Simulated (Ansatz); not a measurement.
A calculation with Ansatz (development build ahead of 0.2.0).

```yaml
crystal:
  periodic: [false, false, false]
  atoms:
    - { symbol: Si, position_ang: [-0.46148, 0.36487, 0.6544] }
    - { symbol: H, position_ang: [-0.99632, -1.19553, 0.09905] }
    - { symbol: H, position_ang: [0.99893, -0.30227, 1.32628] }
basis:
  gaussian: { orbitals: cc-pVDZ }
hamiltonian:
  xc: hf
correlation:
  method: ccsd_t
  frozen_orbitals: { H: 0, Si: 5 }
```

The input is written out in the form of the current development build from the run's settings.

Results

| Quantity | Value |
| --- | --- |
| Converged | yes |
| Reference energy | -289.99702 hartree |
| CCSD correlation energy | -0.11997 hartree |
| Triples correction | -0.00268 hartree |
| Total energy | -290.11967 hartree |
| T1 diagnostic | 0.016 |
| Largest doubles amplitude | 0.09 |
